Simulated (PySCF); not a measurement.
C2H3F3O.
Cartesian coordinates in Å at the PBE0-D3(BJ)/def2-SVP level; atoms count from 1:
```xyz
9
C2H3F3O angstrom
F      1.4756   -1.1892   -0.2656
C      1.1797    0.1317   -0.1154
O      0.0383    0.2903    0.6463
C     -1.1283   -0.0840    0.0412
F     -1.4545    0.7992   -0.9245
F     -2.0747   -0.0549    0.9701
H      1.0551    0.5711   -1.1204
H      1.9916    0.6266    0.4355
H     -1.0700   -1.0883   -0.4133
```

Level of theory: PySCF 2.14.0, PBE0-D3(BJ)/def2-SVP geometry optimisation, gas phase.

Take the most abundant isotopes and a rigid rotor. The values belong to one conformer with, in the numbering `[F:1][CH2:2][O:3][CH:4]([F:5])[F:6]`, F1–C2–O3–C4 -71°, C2–O3–C4–F5 -72°.

Question: What are A, B and C (MHz)?

Answer: Ia = 69.91, Ib = 226.69, Ic = 253.59 u·Å²; 505379 MHz·u·Å²/I gives A = 7229, B = 2229, C = 1993 MHz.

Question: What kind of rotor is it?

Answer: A near-prolate asymmetric top; Ray's κ = -0.910.

Question: What does the inertial defect say?

Answer: Not planar: Δ = Ic − Ia − Ib = -43.00 u·Å². For a rigid frame Δ = −2 Σ m c², so Σ m c² = 21.50 u·Å² lies off the ab plane: 3.87 from hydrogen and 17.63 from heavier atoms. The atom farthest from that plane is 1.43 Å away.

Question: Give the other two planar moments, Paa and Pbb, and the rms extents of the mass along the axes.

Answer: Paa = Σ m a² = (Ib + Ic − Ia)/2 = 205.19 and Pbb = Σ m b² = (Ia + Ic − Ib)/2 = 48.41 u·Å². With the mass M = 100.01 u, the rms extents √(P/M) along a, b and c are 1.43, 0.70, 0.46 Å.

Question: Which types of transition are allowed, and where do some lines up to J = 5 fall?

Answer: The dipole components are |μa| = 1.31 D, |μb| = 0.95 D, |μc| = 0.02 D. Intensities carry the squares of the components, which stand as 1.00 : 0.53 : 0.00 (a : b : c). Some lines, for components of 0.1 D or more:

| type | branch | J(Ka,Kc) | MHz | lower level (cm⁻¹) |
| --- | --- | --- | --- | --- |
| b | Q | 1(1,0) ← 1(0,1) | 5236 | 0.141 |
| b | R | 1(1,1) ← 0(0,0) | 9222 | 0.000 |
| b | Q | 5(2,3) ← 5(1,4) | 13899 | 2.341 |
| b | Q | 2(2,1) ← 2(1,2) | 15709 | 0.581 |
| b | Q | 4(2,3) ← 4(1,4) | 16552 | 1.539 |
| a | R | 4(0,4) ← 3(0,3) | 16808 | 0.844 |
| a | R | 4(3,2) ← 3(3,1) | 16905 | 2.382 |
| b | R | 5(0,5) ← 4(1,4) | 16914 | 1.539 |
| b | Q | 5(2,4) ← 5(1,5) | 17159 | 2.222 |
| a | R | 4(1,3) ← 3(1,2) | 17345 | 1.039 |
| a | R | 5(3,2) ← 4(3,1) | 21142 | 2.946 |
| b | R | 5(1,5) ← 4(0,4) | 24523 | 1.404 |
| b | Q | 4(3,1) ← 4(2,2) | 25497 | 2.095 |
| b | Q | 5(4,1) ← 5(3,2) | 35799 | 3.651 |
| b | Q | 5(4,2) ← 5(3,3) | 35804 | 3.651 |
| b | Q | 4(4,0) ← 4(3,1) | 35811 | 2.946 |
| b | Q | 4(4,1) ← 4(3,2) | 35812 | 2.946 |
| b | R | 5(2,3) ← 4(1,4) | 37928 | 1.539 |
| b | R | 4(3,1) ← 3(2,2) | 42502 | 1.528 |
| b | Q | 5(5,0) ← 5(4,1) | 46046 | 4.845 |
| b | R | 5(3,3) ← 4(2,2) | 46634 | 2.095 |

Question: Estimate the classical rotational partition function at 25 K, 100 K and 500 K.

Answer: Point group C1, symmetry number σ = 1; q = (√π/σ)·√((kT/h)³/(ABC)), k/h = 20836.6 MHz/K: 3720 at 25 K, 29700 at 100 K, 333000 at 500 K.

PBE0-D3(BJ)/def2-SVP frequencies: not computed here. Zero-point vibration and centrifugal distortion are left out.
